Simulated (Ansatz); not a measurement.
`CC=C=C(C)F` + H₂ → `C=C=C(C)F` + CH₄  (hydrogenolysis of a C–C bond)

Computed with Ansatz on PBE0-D4/def2-TZVP structures; ΔE is electronic, products minus reactants. CCSD(T)/CBS is the MP2 limit (def2-TZVPP, def2-QZVPP) plus CCSD(T) − MP2 in def2-TZVPP, frozen cores. This one scheme is used for every species. DFT in def2-TZVPP.

Q: Is it downhill or uphill in electronic energy at CCSD(T)/CBS, and by how much? (Best estimate.)

A: Ansatz gave: Downhill: ΔE = -56.5 kJ/mol.

Q: What do these levels give: PBE-D4, ωB97M-V, PBE, PBE0, CCSD/def2-TZVPP, HF/def2-QZVPP? (An estimate is asked.)

A: Ansatz gave: PBE-D4 -52.8, ωB97M-V -58.2, PBE -57.0, PBE0 -59.5, CCSD/def2-TZVPP -61.5, HF/def2-QZVPP -73.9 kJ/mol.

Largest T1 diagnostic among the species: 0.012.

The D4 term adds +6.6 kJ/mol with B3LYP and +3.7 kJ/mol with PBE0; it sums over pairs of atoms, weighted by their polarisabilities, and B3LYP, whose exchange is more repulsive, gets the larger term. In def2-TZVPP, CCSD(T) changes the Hartree–Fock value by +16.4 kJ/mol (the triples alone add +3.8 kJ/mol) and MP2 by +21.4 kJ/mol.

B3LYP here is the variant with VWN-RPA as its local correlation; programs differ in this.
